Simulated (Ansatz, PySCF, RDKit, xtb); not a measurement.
**CHClSi: from the formula to a structure**

Task: start from the formula CHClSi, draw up candidate structures, narrow them down in stages, and characterise the one that lies lowest at 298.15 K.

The funnel: GFN2-xTB relaxations, single points with a density functional, relaxations at BLYP-D3(BJ)/def2-SVP, harmonic vibrations, and a last energy at a higher level. All values are calculated.

7 further runs of the same task are left out: 7 set aside as unsound or not needed.

### 1 Candidates

All bonding patterns within simple valence rules are listed by program: one Lewis structure each, at most two rings and one unusual centre or charged pair. O–O, O–halogen and N–halogen bonds and N–N–N chains are not drawn. That gives 5 candidates.

| label | SMILES | spin |
| --- | --- | --- |
| c290 | [SiH]#CCl | singlet |
| c422 | [Si]=CCl | triplet |
| c470 | [Si]=CCl | singlet |
| c820 | [C+]#[SiH-]Cl | singlet |
| c944 | C#[Si]Cl | singlet |

Candidates are built by distance geometry, with a force field where one applies, in up to four conformers (letters a to d). 10 starts with atoms placed at random are added, to find patterns that the rules miss.

Q: Predict the outcome of this search (final energies at CCSD(T)/def2-TZVPP).

| quantity | value |
| --- | --- |
| lowest structure found | [Si]=CCl, singlet, Cs |
| next finalist | C#[Si]Cl, singlet, 2.9 kcal/mol higher in G |
| share at equilibrium, among the finalists | 99.3 % |
| harmonic wavenumbers, lowest and highest (BLYP-D3(BJ)/def2-SVP) | 84 and 3125 cm⁻¹ |
| rotational constants, same geometry | 1.073, 0.1336, 0.1188 cm⁻¹ |
| dipole moment (PBE0/def2-TZVPD) | 1.58 D |
| HOMO energy (PBE0/def2-TZVPD) | -6.37 eV |
| LUMO energy (PBE0/def2-TZVPD) | -2.97 eV |
| HOMO–LUMO gap (PBE0/def2-TZVPD) | 3.39 eV |
| lowest excitation (TD-PBE0/def2-SVPD) | 1.82 eV (f = 0.001) |
| strongest of the states computed, same level | 4.46 eV (f = 0.115) |
| lowest triplet excitation, same level, Tamm-Dancoff | 1.38 eV |
| vertical ionisation energy | 8.43 eV |
| vertical electron affinity | 1.16 eV |
| vertical triplet less singlet | +1.28 eV |

The lowest structure found is `[Si]=CCl`. The margin, 2.9 kcal/mol, is modest. HF/STO-3G, r2SCAN-D4/def2-SVP, BLYP-D3(BJ)/def2-SVP, HF/def2-TZVPP and MP2/def2-TZVPP already put its bonding pattern lowest among the structures in one piece. A large T1 diagnostic among the finalists warns that one reference determinant may not suffice. It concerns: the finalist C#[Si]Cl (singlet). The search is not exhaustive (a finite list of starts, one conformer a finalist), so a lower isomer can't be ruled out. The lowest isomer need not be the one that is made and kept in a bottle, which depends on barriers.
